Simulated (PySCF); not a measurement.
chlorine (Cl2), SMILES ClCl.

Geometry optimised at PBE0-D3(BJ)/def2-TZVPD.

Lowest vertical singlet excitation by several levels in PySCF, with rough processor times relative to the cheapest run on one machine. Each run also gave further roots (ADC and EOM-CCSD ionised and attached states too); roots are paired by order and the bases differ. EOM-CCSD serves as a yardstick, not as the true value; all levels that ended soundly for this molecule are listed, with differences from unrounded values.

| level | relative cost |
|---|---|
| EOM-CCSD/aug-cc-pVDZ | 1 |
| TDDFT-B3LYP/def2-TZVPD | 1 |
| ADC(2)/aug-cc-pVDZ | 1 |
| TDDFT-LC-ωPBE/def2-TZVPD | 2 |

Task: Give S1 at each level and its distance from EOM-CCSD. (The exact figures need the calculation; the answer reports its results.)

Result: 
```json
[
 {"level": "EOM-CCSD/aug-cc-pVDZ", "S1 (eV)": "3.99", "S1 minus EOM-CCSD (eV)": "0.00"},
 {"level": "TDDFT-B3LYP/def2-TZVPD", "S1 (eV)": "3.62", "S1 minus EOM-CCSD (eV)": "-0.38"},
 {"level": "ADC(2)/aug-cc-pVDZ", "S1 (eV)": "4.02", "S1 minus EOM-CCSD (eV)": "0.02"},
 {"level": "TDDFT-LC-ωPBE/def2-TZVPD", "S1 (eV)": "3.87", "S1 minus EOM-CCSD (eV)": "-0.12"}
]
```
